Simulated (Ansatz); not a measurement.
One starting cell of BAs (a generated cell, BAs built in the zincblende structure type) was relaxed twice with Ansatz (plane waves, PAW, scalar-relativistic): with PBEsol at 420 eV and with PBE at 420 eV. The PBEsol result:

```cif
data_As4B4
_chemical_formula_sum 'As4 B4'
_space_group_name_H-M_alt 'F-43m'
_space_group_IT_number 216
_space_group_name_Hall 'F -4 2 3'
_cell_length_a 4.76787
_cell_length_b 4.76787
_cell_length_c 4.76787
_cell_angle_alpha 90.000
_cell_angle_beta 90.000
_cell_angle_gamma 90.000
loop_
_atom_site_label
_atom_site_type_symbol
_atom_site_symmetry_multiplicity
_atom_site_Wyckoff_symbol
_atom_site_fract_x
_atom_site_fract_y
_atom_site_fract_z
_atom_site_occupancy
As1 As 4 c 0.25000 0.25000 0.25000 1
B1 B 4 a 0.00000 0.00000 0.00000 1
```
(The calculation used a cell of 2 atoms; values per cell refer to that cell.)

```json
[
 {"quantity": "space group", "PBEsol": "F-43m", "PBE": "F-43m"},
 {"quantity": "volume (Å³/atom)", "PBEsol": "13.55", "PBE": "___"},
 {"quantity": "a (Å)", "PBEsol": "4.768", "PBE": "___"},
 {"quantity": "gap (eV, no spin-orbit coupling)", "PBEsol": "1.08", "PBE": "___"}
]
```

Fill in the PBE column.


- volume (Å³/atom), PBE: 13.91
- a (Å), PBE: 4.809
- gap (eV, no spin-orbit coupling), PBE: 1.21

Both levels end in the same structure; PBE's volume is 2.6 % larger; its gap is 0.13 eV larger. Neither column is exact.

No spin polarisation in the result.

Measured for BAs: a 4.777 Å (room temperature; as listed in M J Lucero, T M Henderson, G E Scuseria, Journal of Physics Condensed Matter (2012)); gap 1.82 eV (room temperature; as listed in Joon Sang Kang et al., Applied Physics Letters (2019)). Computed minus measured — a: PBEsol -0.2 %, PBE +0.7 %; gap: PBEsol -0.74 eV, PBE -0.61 eV. The computed values are for a static lattice, and a measured gap can be an optical one, lowered by exciton binding.

The run could not lose the symmetry of its start; a randomly shaken copy of 2 atoms returns to this structure.

All atoms sit on sites fixed by symmetry, so only the cell could relax.

Ansatz is a first-principles code.
